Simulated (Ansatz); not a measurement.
# NiCl2: ligand-field states

Aim: the low states of NiCl2 within an active space of 8 electrons in 5 orbitals (Ni 3d), by state-averaged CASSCF and SC-NEVPT2.

Program: Ansatz 0.2.0, Gaussian basis. Level of theory: CASSCF and SC-NEVPT2 in def2-TZVP. These are calculated values, not measurements.

2 further runs of the same task are left out: 2 that didn't finish.

**1. The geometry**

The geometry is that of the triplet, from an earlier relaxation (PBE-D4/def2-TZVP).

3 atoms, charge 0, spin multiplicity 3.

Atoms are counted from 1 here; the program's logs count them from 0.

Bond lengths: Ni1–Cl2 2.052 Å, Ni1–Cl3 2.052 Å. Angles: Cl2–Ni1–Cl3 180.0°.

Formally the metal is d8. No spin-orbit coupling is included.

**2. The run**

States asked for, with equal weights: 10 triplets, 15 singlets.

in.yaml reads:

```yaml
crystal:
  periodic: [false, false, false]
  atoms:
    - {symbol: Ni, position_ang: [-0.000049, -0.000028, -0.000001]}
    - {symbol: Cl, position_ang: [-0.016092, -0.020217, 2.051591]}
    - {symbol: Cl, position_ang: [0.016141, 0.020244, -2.051590]}
basis:
  gaussian: {orbitals: def2-TZVP}
magnetization: {spin_polarized: false, initial_magnetization: 2}
hamiltonian: {xc: hf}
correlation: {method: sc_nevpt2, active_space: {window: {electrons: 8, orbitals: 5}, shells: [{species: Ni, l: d, shell: 3}], states: [{multiplicity: 3, weights: [1, 1, 1, 1, 1, 1, 1, 1, 1, 1]}, {multiplicity: 1, weights: [1, 1, 1, 1, 1, 1, 1, 1, 1, 1, 1, 1, 1, 1, 1]}]}}
scf: {omitted_lower_state_checks: [starts]}
```

Command:

```sh
ansatz run in.yaml --threads 2 --pin off --events-out ev --progress --plain --max-ram 4352MiB
```

**Question.** What will the summary of the whole plan be? Wanted: lowest state, NEVPT2; lowest state, CASSCF; next triplet, CASSCF and NEVPT2; lowest singlet less lowest triplet, CASSCF and NEVPT2; span of the states asked for, NEVPT2.

The runs gave:

| quantity | value |
| --- | --- |
| lowest state, NEVPT2 | triplet, count 1 |
| lowest state, CASSCF | triplet |
| next triplet, CASSCF and NEVPT2 | 204, 871 cm⁻¹ |
| lowest singlet less lowest triplet, CASSCF and NEVPT2 | 15305, 14013 cm⁻¹ |
| span of the states asked for, NEVPT2 | 54029 cm⁻¹ |

In words: Both levels make a triplet the lowest. Dynamic correlation moves the lowest singlet by -1292 cm⁻¹, towards the lower spin, which has more electron pairs to correlate. The first excitation within the triplets goes from 204 to 871 cm⁻¹. An active space of the metal shell alone leaves out covalency and charge transfer with the ligands.
